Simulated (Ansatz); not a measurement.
Input for Ansatz (development build ahead of 0.2.0):

```yaml
crystal:
  periodic: [false, false, false]
  atoms:
    - { symbol: C, position_ang: [0.1669, -0.5014, 0.4091] }
    - { symbol: C, position_ang: [-0.1669, 0.5014, -0.4091] }
    - { symbol: C, position_ang: [1.4053, -1.3291, 0.3045] }
    - { symbol: C, position_ang: [-1.4053, 1.3291, -0.3045] }
    - { symbol: H, position_ang: [-0.517, -0.7499, 1.2327] }
    - { symbol: H, position_ang: [0.517, 0.7499, -1.2327] }
    - { symbol: H, position_ang: [2.0328, -1.0161, -0.5435] }
    - { symbol: H, position_ang: [2.0138, -1.2589, 1.2222] }
    - { symbol: H, position_ang: [1.1641, -2.3977, 0.1731] }
    - { symbol: H, position_ang: [-2.0328, 1.0161, 0.5435] }
    - { symbol: H, position_ang: [-1.1641, 2.3977, -0.1731] }
    - { symbol: H, position_ang: [-2.0138, 1.2589, -1.2222] }
basis:
  gaussian: { orbitals: def2-SVP }
magnetization:
  spin_polarized: true
  initial_magnetization: 2
hamiltonian:
  xc: hf
correlation:
  method: mp2
  frozen_orbitals: { C: 1, H: 0 }
output:
  forces: true
```

The input is written out in the form of the current development build from the run's settings.

Results

```yaml
Converged: yes
Reference_energy: -155.87317 hartree
Correlation_energy: -0.51590 hartree
Total_energy: -156.38907 hartree
Spin_squared_of_the_determinant: 2.023
Stability_test: minimum
```

Forces (eV/Å):
| atom | Fx | Fy | Fz |
| --- | --- | --- | --- |
| C1 | 2.097 | -7.832 | 6.804 |
| C2 | -2.097 | 7.832 | -6.804 |
| C3 | -0.273 | 0.258 | -0.058 |
| C4 | 0.273 | -0.258 | 0.058 |
| H5 | 0.210 | -0.047 | -0.119 |
| H6 | -0.210 | 0.047 | 0.119 |
| H7 | -0.018 | -0.017 | 0.033 |
| H8 | 0.099 | -0.036 | 0.012 |
| H9 | 0.068 | -0.076 | -0.026 |
| H10 | 0.018 | 0.017 | -0.033 |
| H11 | -0.068 | 0.076 | 0.026 |
| H12 | -0.099 | 0.036 | -0.012 |

Caution: another spin multiplicity may lie lower.
